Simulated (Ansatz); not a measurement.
B$_{2}$H$_{6}$Si, SMILES `BB[SiH3]`. The species carries charge 0 and has multiplicity 1.

Cartesian coordinates in Å:
```
B -0.850 1.392 0.589
B -0.567 -0.190 0.637
Si 0.817 -0.894 -0.663
H -0.193 2.171 1.224
H -1.652 1.869 -0.166
H -1.067 -1.019 1.342
H 1.903 -1.559 0.111
H 0.171 -1.910 -1.540
H 1.438 0.141 -1.534
```

Q: Give the diagnostics of a CCSD(T)/def2-TZVPP run (frozen core, Ansatz 0.2.0). (An estimate is asked.)

A: Ansatz gave: T1 = 0.0146, largest single amplitude 0.030, largest double 0.026, (T) share of the correlation energy 3.1 %, 10 CCSD cycles. The RHF solution is stable towards an unrestricted one. T1 lies under the customary mark of 0.02 for closed shells.
